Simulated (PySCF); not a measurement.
Vertical excitation energies

Compound: C3H7FN (charge +1).
InChI=1S/C3H6FN/c4-2-1-3-5/h1-2H,3,5H2/p+1/b2-1+

Computed, not measured: TDDFT wB97X-D/def2-SVPD, vertical, gas phase, core orbitals frozen in the response (PySCF 2.14.0, density-fitted response routines). One conformer (not necessarily the lowest) at the GFN2-xTB geometry, without solvent, vibrations or thermal averaging. Torsions of this conformer, `[NH3+:1][CH2:2]/[CH:3]=[CH:4]/[F:5]`: N1–C2–C3–C4 115°.

```
state  E (eV)  E (hartree)       f  |μ| (D)  main configurations (H = HOMO, L = LUMO)
   S1    7.00       0.2571   0.228     2.93                                 H→L (95%)
   S2    7.62       0.2800   0.204     2.65                               H→L+1 (92%)
   S3    8.31       0.3055   0.016     0.71                  H→L+2 (69%), H→L+3 (13%)
   S4    8.43       0.3098  0.0034     0.33                H-1→L+1 (45%), H-1→L (43%)
   S5    8.67       0.3185   0.011     0.59                  H→L+3 (43%), H→L+4 (36%)
   S6    8.83       0.3247   0.047     1.18     H→L+5 (43%), H→L+3 (26%), H→L+4 (19%)
   S7    9.16       0.3367  0.0074     0.46     H→L+6 (40%), H→L+5 (18%), H→L+3 (12%)
   S8    9.42       0.3463  0.0055     0.39     H→L+5 (30%), H→L+6 (29%), H→L+4 (17%)
```

Triplets (Tamm–Dancoff): T1 4.53 eV, H→L+1 (54%), H→L (39%); T2 7.12 eV, H→L (53%), H→L+1 (42%); T3 8.06 eV, H-1→L+1 (50%), H-1→L (42%).

The lowest singlet lies at 7.00 eV (177 nm, vacuum ultraviolet) and is strong; its leading configuration is HOMO→LUMO (95%). The lowest level is also the most intense of those listed (f = 0.228). Löwdin shares by element: HOMO carbon 73%, fluorine 17%; LUMO hydrogen 26% or more, nitrogen 18%, carbon 13% or more (atoms not listed hold the other 43%). Orbital energies (eV): HOMO-3 -18.99, HOMO-2 -18.01, HOMO-1 -16.96, HOMO -14.20, LUMO -3.39, LUMO+1 -2.49, LUMO+2 -1.64. Of the 8 states listed, 5 reach f = 0.01 and none stays under 0.0005. The listed states span 2.43 eV, and the widest gap between neighbours is 0.69 eV (S2 to S3). Only the lowest 8 singlets were computed, as vertical energies without vibronic structure.
